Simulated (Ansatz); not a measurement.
**Which isomer of H5NPSi gives these data?**

These gas-phase data were calculated for one isomer of H5NPSi at B3LYP-D3(BJ)/def2-SVP (harmonic, unscaled wavenumbers; equilibrium rotational constants with average atomic masses):

* rotational constants: 29.39, 3.121, 2.917 GHz
* all wavenumbers above 1500 cm⁻¹: 3586, 2327, 2234, 2225, 2217
* dipole moment: 1.25 D (PBE0/def2-TZVPD)

Candidates:

(1) `N[SiH2][PH]`, a doublet
(2) `[SiH3]N[PH]`, a doublet

**Question.** Which candidate do the data belong to?

**Answer.** Candidate (2). 1 mode lies between 3250 and 3800 cm⁻¹, one for each N–H bond, while (1) has 2.

The same quantities for all candidates:

```tsv
	rotational constants (GHz)	wavenumbers above 1500 cm⁻¹	dipole (D)	E above the lowest, B3LYP-D3(BJ)/def2-SVP (kcal/mol)
(1)	17.6, 3.374, 2.979	3651, 3561, 2336, 2202, 2197, 1548	0.97	0.0
(2)	29.39, 3.121, 2.917	3586, 2327, 2234, 2225, 2217	1.25	1.4
```

Harmonic stretches to hydrogen usually lie a few per cent above observed fundamentals. Each candidate is one conformer. Open shells are spin-unrestricted. Programs: Ansatz 0.2.0.
